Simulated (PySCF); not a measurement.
N-methyl propargyl amine, C4H7N.
Atom-mapped SMILES: `[CH:1]#[C:2][CH2:3][NH:4][CH3:5]` (hydrogens: H6 on C1; H7, H8 on C3; H9 on N4; H10, H11, H12 on C5)

Level: wB97X-D/pcSseg-2 in PySCF, non-relativistic, on one gas-phase PBE0-D3(BJ)/def2-TZVP geometry that isn't relaxed in the solvent. The solvent is an IEF-PCM continuum (Bondi radii, 1.10 Å for H, scaled by 1.2). Only the electrostatic response of the medium enters.

Gas phase at wB97X-D/pcSseg-2: HOMO -8.69 eV, LUMO 2.26 eV, dipole 0.60 D.

Problem. What does the continuum do to the energy, the frontier levels and the dipole at wB97X-D/pcSseg-2 in chloroform?

Solution. 
```
   solvent      ε  E(solvent) − E(gas) (kcal/mol)  polarisation term (kcal/mol)  distortion of the solute (kcal/mol)  HOMO (eV)  LUMO (eV)  dipole (D)
chloroform  4.711                           -3.69                         -3.95                                 0.26      -8.71       2.36        0.69
```

The first energy column is the sum of the next two and covers electrostatics alone.

Shape of the structure used: `[CH:1]#[C:2][CH2:3][NH:4][CH3:5]`: C2–C3–N4–C5 61°.

The pairwise dispersion term of wB97X-D wasn't added to the energies; at a given geometry it leaves orbitals and properties as they are.
